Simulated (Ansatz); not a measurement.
## C3H6S, SMILES C=CSC: harmonic frequencies at the relaxed geometry

Computed with the Python package of Ansatz (0.2.0).

The script, `freq_c3h6s.py`:
```python
'''Harmonic frequencies of C3H6S at its relaxed geometry.'''

from dataclasses import dataclass
import itertools
import warnings

import ansatz as az
from ase.data import atomic_numbers, covalent_radii
import numpy as np


@dataclass
class Options:
    basis_set: str = 'cc-pVDZ'
    xc: str = 'pbe0'
    dispersion: str = 'd4'


settings = Options()


def main() -> None:
    warnings.simplefilter('ignore', az.DeckWarning)

    geometry_ang = [
        ('C', (-0.656, 1.8862, -0.557)),
        ('C', (-0.4424, 0.6397, -0.3344)),
        ('S', (0.8756, 0.1739, 0.628)),
        ('C', (0.8152, -1.6157, 0.5839)),
        ('H', (-1.5501, 2.2101, -1.2)),
        ('H', (-0.0916, 2.7454, -0.1627)),
        ('H', (-1.0519, -0.1219, -0.7574)),
        ('H', (0.8538, -1.9703, -0.4488)),
        ('H', (1.5471, -2.0649, 1.2167)),
        ('H', (-0.2165, -1.9338, 1.0345)),
    ]
    geometry = az.Crystal.molecule()
    for symbol, xyz in geometry_ang:
        geometry = geometry.atom(symbol, xyz)

    model = (
        geometry.calculation()
        .basis(gaussian=settings.basis_set)
        .functional(settings.xc, dispersion=settings.dispersion)
    )
    symbols = [site.symbol for site in geometry.cartesian_sites]
    start = np.array([site.position_ang for site in geometry.cartesian_sites], dtype=float)
    rep = model.relax(force_tolerance=0.003).run(threads=1).report
    end = np.array(rep['positions_ang'])

    # pairs closer than 1.2 times the sum of covalent radii, before or after
    radius = [covalent_radii[atomic_numbers[s]] for s in symbols]
    span = lambda where, i, j: np.linalg.norm(where[i] - where[j])
    bonded = [(i, j) for i, j in itertools.combinations(range(len(symbols)), 2) if min(span(start, i, j), span(end, i, j)) < 1.2 * (radius[i] + radius[j])]
    print('pair        before    after (A)')
    for i, j in bonded:
        print(f'{symbols[i]}{i}-{symbols[j]}{j}'.ljust(10), f'{span(start, i, j):8.4f} {span(end, i, j):8.4f}')

    # frequencies need a stationary point, so they are taken at the relaxed geometry
    minimum = az.Crystal.molecule()
    for symbol, place in zip(symbols, end):
        minimum = minimum.atom(symbol, place.tolist())
    vibrating = (
        minimum.calculation()
        .basis(gaussian=settings.basis_set)
        .functional(settings.xc, dispersion=settings.dispersion)
        .phonons(temperatures=(100, 500, 100))
    )
    vib = vibrating.run(threads=1).report['vibrations']
    sums = vib['harmonic_sums']
    modes = [m['omega_inv_cm'] for m in sums['modes_at_gamma'] if m['rigid_motion'] == 'no']
    for number, w in enumerate(modes, start=1):
        print(f'mode {number:2d} {w:9.1f} 1/cm {w / 8065.544 * 1000:8.2f} meV')
    print('imaginary modes:', sum(w < 0 for w in modes), ' zero-point energy:', round(sums['zero_point_energy_ev'], 4), 'eV')
    print('T (K)   F_vib (eV)   S_vib (meV/K)   C_vib (meV/K)')
    for row in zip(sums['temperatures_k'], sums['vibrational_free_energy_ev'], vib['entropy_ev_per_k'], vib['heat_capacity_ev_per_k']):
        print(f'{row[0]:6.1f} {row[1]:11.4f} {1000 * row[2]:13.4f} {1000 * row[3]:15.4f}')


if __name__ == '__main__':
    main()
```

```console
$ python freq_c3h6s.py
pair        before    after (A)
C0-C1        1.2841   1.3358
C0-H4        1.1479   1.0917
C0-H5        1.1010   1.0927
C1-S2        1.6971   1.7588
C1-H6        1.0632   1.0962
S2-C3        1.7912   1.8107
C3-H7        1.0926   1.0990
C3-H8        1.0667   1.0984
C3-H9        1.1699   1.1001
mode  1      71.0 1/cm     8.80 meV
mode  2     157.6 1/cm    19.54 meV
mode  3     221.0 1/cm    27.40 meV
mode  4     403.1 1/cm    49.98 meV
mode  5     605.0 1/cm    75.01 meV
mode  6     719.1 1/cm    89.15 meV
mode  7     759.8 1/cm    94.21 meV
mode  8     894.9 1/cm   110.95 meV
mode  9     957.1 1/cm   118.67 meV
mode 10     965.9 1/cm   119.76 meV
mode 11     986.1 1/cm   122.26 meV
mode 12    1047.4 1/cm   129.86 meV
mode 13    1278.1 1/cm   158.46 meV
mode 14    1329.1 1/cm   164.79 meV
mode 15    1396.1 1/cm   173.10 meV
mode 16    1437.8 1/cm   178.26 meV
mode 17    1451.6 1/cm   179.98 meV
mode 18    1678.8 1/cm   208.15 meV
mode 19    3062.6 1/cm   379.71 meV
mode 20    3164.2 1/cm   392.31 meV
mode 21    3166.7 1/cm   392.62 meV
mode 22    3179.4 1/cm   394.20 meV
mode 23    3182.5 1/cm   394.58 meV
mode 24    3274.2 1/cm   405.95 meV
imaginary modes: 0  zero-point energy: 2.1938 eV
T (K)   F_vib (eV)   S_vib (meV/K)   C_vib (meV/K)
 100.0      2.1887        0.1376          0.1861
 200.0      2.1660        0.3141          0.3448
 300.0      2.1258        0.4899          0.5398
 400.0      2.0677        0.6726          0.7366
 500.0      1.9913        0.8558          0.9068
```

The frequencies are harmonic and unscaled, in a modest basis. The result belongs to the one conformer reached from this start, and soft torsions count as harmonic oscillators. Timing: 3.3 min on 1 thread of Arm Neoverse V2, on a shared host, peak memory 0.26 GiB.
